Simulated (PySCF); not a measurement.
C4H5P.
Bonds: C1–C2 (double), C2–P3, P3–C4, C4–C5 (double), P3–C5. Hydrogens: H6, H7 on C1; H8 on C2; H9 on C4; H10 on C5.

The same species was optimised twice, with GFN2-xTB and with PBE0-D3(BJ)/def2-SVP (PySCF), and the same property calculations (PySCF, gas phase) were run on both structures.

```tsv
coordinate	GFN2-xTB	PBE0-D3(BJ)/def2-SVP	change
C4–H9 (Å)	1.067	1.090	+0.023
C5–H10 (Å)	1.067	1.090	+0.023
C1–H6 (Å)	1.078	1.096	+0.018
C1–H7 (Å)	1.079	1.095	+0.016
C2–H8 (Å)	1.086	1.099	+0.013
C1=C2 (Å)	1.325	1.337	+0.012
P3–C4 (Å)	1.843	1.837	-0.006
P3–C5 (Å)	1.843	1.837	-0.006
C2–P3 (Å)	1.830	1.833	+0.003
C4=C5 (Å)	1.305	1.304	-0.001
C2–P3–C5 (°)	99.5	103.0	+3.5
C2–P3–C4 (°)	99.5	102.9	+3.4
P3–C2–H8 (°)	116.6	118.8	+2.2
C1–C2–P3 (°)	122.2	120.8	-1.4
C1–C2–H8 (°)	121.1	120.4	-0.7
P3–C5–H10 (°)	145.5	146.1	+0.6
C4–C5–H10 (°)	145.2	144.7	-0.5
P3–C4–H9 (°)	145.5	146.0	+0.5
C1–C2–P3–C4 (°)	-159	-159	0
```

Rotational constants: A = 12078, B = 2671, C = 2512 MHz (GFN2-xTB) against A = 12672, B = 2587, C = 2463 MHz (PBE0-D3(BJ)/def2-SVP). Point groups within 0.08 Å: Cs and Cs.

On the GFN2-xTB structure: lowest singlet, TDDFT (eV) 4.57 [B3LYP/def2-SVPD]; lowest triplet, Tamm–Dancoff (eV) 3.81 [B3LYP/def2-SVPD]; isotropic polarisability (au) 71.7 [B3LYP/def2-SVPD]; HOMO (eV) -6.64 [B3LYP/def2-SVPD]; LUMO (eV) -1.06 [B3LYP/def2-SVPD]; dipole (D) 1.34 [B3LYP/def2-SVPD]; HOMO (eV) -6.87 [PBE0/pcSseg-1]; LUMO (eV) -0.80 [PBE0/pcSseg-1]; dipole (D) 1.36 [PBE0/pcSseg-1]; GIAO shielding of C1 (ppm) 53.5 [PBE0/pcSseg-1]; GIAO shielding of C2 (ppm) 21.1 [PBE0/pcSseg-1]; GIAO shielding of P3 (ppm) 541.7 [PBE0/pcSseg-1]; GIAO shielding of C4/C5 (mean) (ppm) 51.0 [PBE0/pcSseg-1]; C1s of C1 (eV) 290.08 [delta-SCF UKS SCAN, pcX-2 on the ionised atom, pcseg-1 elsewhere, spin-free X2C]; C1s of C2 (eV) 290.07 [delta-SCF UKS SCAN, pcX-2 on the ionised atom, pcseg-1 elsewhere, spin-free X2C]; P1s of P3 (eV) 2150.07 [delta-SCF UKS SCAN, pcX-2 on the ionised atom, pcseg-1 elsewhere, spin-free X2C]; P2p of P3 (eV) 136.68 [delta-SCF UKS SCAN, pcX-2 on the ionised atom, pcseg-1 elsewhere, spin-free X2C]; C1s of C4 (eV) 290.57 [delta-SCF UKS SCAN, pcX-2 on the ionised atom, pcseg-1 elsewhere, spin-free X2C].

Task: What do these properties become on the PBE0-D3(BJ)/def2-SVP structure?

Result: 
| property | level | on GFN2-xTB | on PBE0-D3(BJ)/def2-SVP | change |
| --- | --- | --- | --- | --- |
| lowest singlet, TDDFT (eV) | B3LYP/def2-SVPD | 4.57 | 4.45 | -0.12 |
| lowest triplet, Tamm–Dancoff (eV) | B3LYP/def2-SVPD | 3.81 | 3.77 | -0.04 |
| isotropic polarisability (au) | B3LYP/def2-SVPD | 71.7 | 72.9 | +1.2 |
| HOMO (eV) | B3LYP/def2-SVPD | -6.64 | -6.55 | +0.09 |
| LUMO (eV) | B3LYP/def2-SVPD | -1.06 | -1.07 | -0.01 |
| dipole (D) | B3LYP/def2-SVPD | 1.34 | 1.38 | +0.04 |
| energy, GFN2-xTB geometry as zero (kcal/mol) | B3LYP/def2-SVPD | 0.0 | -1.2 | -1.2 |
| HOMO (eV) | PBE0/pcSseg-1 | -6.87 | -6.78 | +0.09 |
| LUMO (eV) | PBE0/pcSseg-1 | -0.80 | -0.82 | -0.02 |
| dipole (D) | PBE0/pcSseg-1 | 1.36 | 1.41 | +0.05 |
| energy, GFN2-xTB geometry as zero (kcal/mol) | PBE0/pcSseg-1 | 0.0 | -0.8 | -0.8 |
| GIAO shielding of C1 (ppm) | PBE0/pcSseg-1 | 53.5 | 47.9 | -5.6 |
| GIAO shielding of C2 (ppm) | PBE0/pcSseg-1 | 21.1 | 22.0 | +0.9 |
| GIAO shielding of P3 (ppm) | PBE0/pcSseg-1 | 541.7 | 529.4 | -12.3 |
| GIAO shielding of C4/C5 (mean) (ppm) | PBE0/pcSseg-1 | 51.0 | 50.0 | -1.0 |
| C1s of C1 (eV) | delta-SCF UKS SCAN, pcX-2 on the ionised atom, pcseg-1 elsewhere, spin-free X2C | 290.08 | 290.21 | +0.13 |
| C1s of C2 (eV) | delta-SCF UKS SCAN, pcX-2 on the ionised atom, pcseg-1 elsewhere, spin-free X2C | 290.07 | 290.14 | +0.07 |
| P1s of P3 (eV) | delta-SCF UKS SCAN, pcX-2 on the ionised atom, pcseg-1 elsewhere, spin-free X2C | 2150.07 | 2150.06 | -0.01 |
| P2p of P3 (eV) | delta-SCF UKS SCAN, pcX-2 on the ionised atom, pcseg-1 elsewhere, spin-free X2C | 136.68 | 136.69 | +0.01 |
| C1s of C4 (eV) | delta-SCF UKS SCAN, pcX-2 on the ionised atom, pcseg-1 elsewhere, spin-free X2C | 290.57 | 290.61 | +0.04 |

The heavy atoms differ by 0.043 Å rms after alignment. Among all bonds C4–H9 and C5–H10 change most and about equally (+0.023 Å). Changes are differences of the printed values. Neither structure is proved a minimum here.

Shape of the structure used: `[CH2:1]=[CH:2][P:3]1[CH:4]=[CH:5]1`: C1–C2–P3–C4 -159°.
